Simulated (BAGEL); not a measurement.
**HF/6-31G(d) (density fitting with qzvpp-jkfit, spherical functions) run of C3H3FN− (SMILES C[C-](F)C#N)**

Aim: the vertical ionisation energy of C3H3FN− at HF/6-31G* (density fitting with qzvpp-jkfit, spherical functions), from 2 runs. 

The calculation is run with BAGEL 1.2.2.

2 further runs of the same task are left out: 2 set aside as unsound or not needed.

## (1) The structure to begin with

C3H3FN−: 8 atoms, total charge -1, spin state singlet. As SMILES, `C[C-](F)C#N`. The shape is that of a GFN2-xTB optimisation.

Bond lengths: C1–C2 1.506 Å, C2–F3 1.454 Å, C2–C4 1.365 Å, C4–N5 1.174 Å, C1–H6 1.106 Å, C1–H7 1.096 Å, C1–H8 1.091 Å. Angles: C1–C2–F3 109.5°, C1–C2–C4 119.9°, F3–C2–C4 114.3°, C2–C4–N5 167.3°, C2–C1–H6 114.2°, C2–C1–H7 110.4°, C2–C1–H8 108.6°, H6–C1–H7 107.1°, H6–C1–H8 107.9°, H7–C1–H8 108.3°.

## (2) The energy at HF/6-31G(d) (density fitting with qzvpp-jkfit, spherical functions)

Contents of input.json:

```json
{ "bagel" : [

{
  "title" : "molecule",
  "basis" : "6-31gs.json",
  "df_basis" : "qzvpp-jkfit",
  "angstrom" : "true",
  "geometry" : [
    { "atom" : "C", "xyz" : [      -0.478520,      -0.666750,       0.508180 ] },
    { "atom" : "C", "xyz" : [       0.575830,       0.004080,      -0.332850 ] },
    { "atom" : "F", "xyz" : [       1.841380,       0.005730,       0.383790 ] },
    { "atom" : "C", "xyz" : [       0.291810,       1.175690,      -0.973520 ] },
    { "atom" : "N", "xyz" : [       0.047490,       2.032960,      -1.737040 ] },
    { "atom" : "H", "xyz" : [      -0.634890,      -0.199430,       1.497930 ] },
    { "atom" : "H", "xyz" : [      -0.216430,      -1.716450,       0.684930 ] },
    { "atom" : "H", "xyz" : [      -1.426670,      -0.635830,      -0.031410 ] }
  ]
},

{
  "title" : "hf",
  "charge" : -1
},

{
  "title" : "print",
  "file" : "orbitals.molden",
  "orbitals" : "true"
}

]}
```

The basis set 6-31G* is read from a file made from the Basis Set Exchange's data (not shown).

The run is started by

```console
$ BAGEL_NUM_THREADS=1 BAGEL input.json > input.out
```

Standard output:

```text
* using 1 threads per process

  ===============================================================
  ===============================================================

  *** Geometry ***

  { "atom" : "C", "xyz" : [     -0.904272,     -1.259975,      0.960321 ] },
  { "atom" : "C", "xyz" : [      1.088161,      0.007710,     -0.628995 ] },
  { "atom" : "F", "xyz" : [      3.479704,      0.010828,      0.725258 ] },
  { "atom" : "C", "xyz" : [      0.551441,      2.221732,     -1.839686 ] },
  { "atom" : "N", "xyz" : [      0.089743,      3.841738,     -3.282530 ] },
  { "atom" : "H", "xyz" : [     -1.199768,     -0.376868,      2.830677 ] },
  { "atom" : "H", "xyz" : [     -0.408993,     -3.243620,      1.294330 ] },
  { "atom" : "H", "xyz" : [     -2.696016,     -1.201545,     -0.059356 ] },

  Number of auxiliary basis functions:      433

  Since a DF basis is specified, we compute 2- and 3-index integrals:
    o Being stored without compression. Storage requirement is 0.020 GB

  Number of basis functions:       76
  Number of electrons      :       37

    * METHOD: MOLECULE                             0.15

  *** RHF ***

  === Nuclear Repulsion ===
   146.4171635415

      * DIIS with orbital gradients will be used.

  === RHF iteration (6-31gs.json) ===
      0       -268.88580239          0.02284020           0.04
      1       -269.03749243          0.01864859           0.04
      2       -269.15719715          0.00281633           0.04
      3       -269.16163872          0.00118674           0.04
      4       -269.16248180          0.00031776           0.04
      5       -269.16257218          0.00016722           0.04
      6       -269.16260257          0.00007113           0.04
      7       -269.16261084          0.00002697           0.04
      8       -269.16261198          0.00001854           0.04
      9       -269.16261245          0.00000969           0.04
     10       -269.16261265          0.00000454           0.04
     11       -269.16261269          0.00000175           0.04
     12       -269.16261269          0.00000085           0.04
     13       -269.16261269          0.00000052           0.04
     14       -269.16261269          0.00000021           0.04
     15       -269.16261269          0.00000011           0.04
     16       -269.16261269          0.00000006           0.04
     17       -269.16261269          0.00000003           0.04
     18       -269.16261269          0.00000001           0.04
    * SCF iteration converged.

    * Permanent dipole moment:
           (    0.356099,     1.026168,    -1.165219) a.u.

    * METHOD: HF                                   0.82

    * METHOD: PRINT                                0.01

  ===============================================================
```

It took 1.1 s on 1 thread of Arm Neoverse V2, shared host; peak memory 0.096 GiB.

## (3) Doublet neutral C3H3FN at the same level

Contents of job.json:

```json
{ "bagel" : [

{
  "title" : "molecule",
  "basis" : "6-31gs.json",
  "df_basis" : "qzvpp-jkfit",
  "angstrom" : true,
  "geometry" : [
    { "atom" : "C", "xyz" : [      -0.478520,      -0.666750,       0.508180 ] },
    { "atom" : "C", "xyz" : [       0.575830,       0.004080,      -0.332850 ] },
    { "atom" : "F", "xyz" : [       1.841380,       0.005730,       0.383790 ] },
    { "atom" : "C", "xyz" : [       0.291810,       1.175690,      -0.973520 ] },
    { "atom" : "N", "xyz" : [       0.047490,       2.032960,      -1.737040 ] },
    { "atom" : "H", "xyz" : [      -0.634890,      -0.199430,       1.497930 ] },
    { "atom" : "H", "xyz" : [      -0.216430,      -1.716450,       0.684930 ] },
    { "atom" : "H", "xyz" : [      -1.426670,      -0.635830,      -0.031410 ] }
  ]
},

{
  "title" : "uhf",
  "nopen" : 1
},

{
  "title" : "print",
  "file" : "orbitals.molden",
  "orbitals" : true
}

]}
```

The basis set 6-31G* is read from a file made from the Basis Set Exchange's data (not shown).

The run is started by

```console
$ BAGEL_NUM_THREADS=1 BAGEL job.json > job.out
```

Standard output:

```text
* using 1 threads per process

  ===============================================================
  ===============================================================

  *** Geometry ***

  { "atom" : "C", "xyz" : [     -0.904272,     -1.259975,      0.960321 ] },
  { "atom" : "C", "xyz" : [      1.088161,      0.007710,     -0.628995 ] },
  { "atom" : "F", "xyz" : [      3.479704,      0.010828,      0.725258 ] },
  { "atom" : "C", "xyz" : [      0.551441,      2.221732,     -1.839686 ] },
  { "atom" : "N", "xyz" : [      0.089743,      3.841738,     -3.282530 ] },
  { "atom" : "H", "xyz" : [     -1.199768,     -0.376868,      2.830677 ] },
  { "atom" : "H", "xyz" : [     -0.408993,     -3.243620,      1.294330 ] },
  { "atom" : "H", "xyz" : [     -2.696016,     -1.201545,     -0.059356 ] },

  Number of auxiliary basis functions:      433

  Since a DF basis is specified, we compute 2- and 3-index integrals:
    o Being stored without compression. Storage requirement is 0.020 GB

  Number of basis functions:       76
  Number of electrons      :       37

    * METHOD: MOLECULE                             0.15

  *** Open-shell HF ***

  === Nuclear Repulsion ===
   146.4171635415

      * DIIS with orbital gradients will be used.

  === UHF iteration (6-31gs.json) ===
      0       -268.85264856          0.05022522           0.07
      1       -268.95110400          0.04892478           0.07
      2       -268.98289430          0.04432025           0.08
      3       -269.15734763          0.00322804           0.07
      4       -269.16054684          0.00147322           0.07
      5       -269.16208150          0.00052164           0.07
      6       -269.16301632          0.00035191           0.07
      7       -269.16366428          0.00031109           0.07
      8       -269.16451718          0.00025569           0.08
      9       -269.16537813          0.00018227           0.08
     10       -269.16608763          0.00007031           0.07
     11       -269.16617620          0.00004230           0.08
     12       -269.16625958          0.00002964           0.07
     13       -269.16634006          0.00002545           0.07
     14       -269.16643328          0.00002314           0.07
     15       -269.16651743          0.00002056           0.07
     16       -269.16662598          0.00001514           0.08
     17       -269.16662532          0.00000718           0.07
     18       -269.16663021          0.00000886           0.07
     19       -269.16662997          0.00000597           0.07
     20       -269.16663032          0.00000315           0.07
     21       -269.16663011          0.00000208           0.07
     22       -269.16663018          0.00000134           0.07
     23       -269.16663038          0.00000067           0.07
     24       -269.16663039          0.00000024           0.07
     25       -269.16663040          0.00000018           0.07
     26       -269.16663040          0.00000013           0.07
     27       -269.16663040          0.00000008           0.07
     28       -269.16663040          0.00000005           0.07
     29       -269.16663040          0.00000004           0.07
     30       -269.16663040          0.00000002           0.07
     31       -269.16663040          0.00000001           0.07
    * SCF iteration converged.

    * S^2 (UHF) is 0.9933

    * Permanent dipole moment:
           (    0.640652,     0.904701,    -0.534299) a.u.

    * METHOD: UHF                                  2.45

    * METHOD: PRINT                                0.01

  ===============================================================
```

Wall time 2.8 s (1 thread of Arm Neoverse V2, shared host); peak memory 0.095 GiB.

## (4) Summary of results

At HF/6-31G* (density fitting with qzvpp-jkfit, spherical functions):

| quantity | value |
| --- | --- |
| singlet C3H3FN−: total energy | -269.16261 Eh |
| singlet C3H3FN−: HOMO energy | -1.69 eV |
| singlet C3H3FN−: LUMO energy | 10.81 eV |
| singlet C3H3FN−: HOMO–LUMO gap (to an unbound level, set by the basis) | 12.50 eV |
| doublet neutral C3H3FN: total energy | -269.16663 Eh |
| doublet neutral C3H3FN: dipole moment | 3.13 D |
| doublet neutral C3H3FN: ⟨S²⟩ | 0.993 |
| vertical detachment energy (to the doublet neutral) | -0.109 eV |

**Reading.** The species is unbound against losing an electron at this level, by 0.11 eV (−10.5 kJ/mol); missing correlation or diffuse functions can give that sign where the real anion is bound. ⟨S²⟩ (doublet neutral C3H3FN) is 0.99 where a pure doublet has 0.75: the reference is spin-contaminated.
